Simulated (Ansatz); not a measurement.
# BHO (singlet): PBE0, B3LYP over a scan of the distance B1–O2, 6-31G

Aim: run BHO (singlet) with these functionals over a scan of the distance B1–O2, and hold them against the top wave-function level at the same points.

Program: Ansatz 0.2.0, Gaussian basis. Level of theory: 6-31G, all electrons in the functionals. These are calculated values, not measurements.

The runs, in order: PBE0, B3LYP, at 0.970 Å; 1.097 Å; 1.198 Å; 1.321 Å; 1.485 Å; 1.677 Å; 1.876 Å; 2.257 Å; 2.574 Å; 3.311 Å; 4.025 Å.

22 further runs of the same task are left out: 8 for a known fault of the program, 8 that didn't finish, 6 set aside as unsound or not needed.

## 1. The geometry

The geometry derives from a PBE0/def2-TZVP stationary point (not a proven minimum). One bond is set to the value named and the two fragments are kept rigid.

3 atoms, charge 0, spin multiplicity 1.

Atoms are counted from 1 here; the program's logs count them from 0.

Bond lengths: B1–O2 1.198 Å, B1–H3 1.173 Å. Angles: O2–B1–H3 180.0°.

No dispersion term is added. B3LYP takes the VWN-RPA correlation.

The geometry shown and the zero of energy belong to the point 1.198 Å. The yardstick, FCI, and other wave-function levels (R restricted, U unrestricted, valence and pair active spaces) come from earlier runs.

## 2. PBE0, 0.970 Å

in.yaml

```yaml
crystal:
  periodic: [false, false, false]
  atoms:
    - {symbol: B, position_ang: [0.000000, 0.000000, -0.067569]}
    - {symbol: O, position_ang: [0.000000, 0.000000, -1.037569]}
    - {symbol: H, position_ang: [0.000000, 0.000000, 1.105138]}
basis:
  gaussian: {orbitals: 6-31G}
hamiltonian: {xc: {name: PBE0}}
output: {orbitals: {seedname: orbitals}}
```

On the command line:

```console
ansatz run in.yaml --threads 1 --pin off --events-out ev --progress --plain --max-ram 2393MiB
```

After this run come: PBE0, 1.097 Å; PBE0, 1.198 Å; PBE0, 1.321 Å; PBE0, 1.485 Å; PBE0, 1.677 Å; PBE0, 1.876 Å; PBE0, 2.257 Å; PBE0, 2.574 Å; PBE0, 3.311 Å; PBE0, 4.025 Å; B3LYP, 0.970 Å; B3LYP, 1.097 Å; B3LYP, 1.198 Å; B3LYP, 1.321 Å; B3LYP, 1.485 Å; B3LYP, 1.677 Å; B3LYP, 1.876 Å; B3LYP, 2.257 Å; B3LYP, 2.574 Å; B3LYP, 3.311 Å; B3LYP, 4.025 Å.

Q: Predict the results of all the runs planned. Wanted: span of the FCI curve; largest miss, PBE0; largest miss, B3LYP.

**Answer**, as computed:

| quantity | value |
| --- | --- |
| span of the FCI curve | 9.436 eV |
| largest miss, PBE0 | +1.013 eV (2.257 Å) |
| largest miss, B3LYP | +1.006 eV (2.257 Å) |

**Reading.** B3LYP strays by up to 1.006 eV, at 2.257 Å. B3LYP clearly breaks the spin symmetry at some points (⟨S²⟩ up to 1.13 above the pure value), so energy there is bought with a mixed spin. Functionals and the yardstick converge differently with the basis, so part of each miss in 6-31G is the basis.
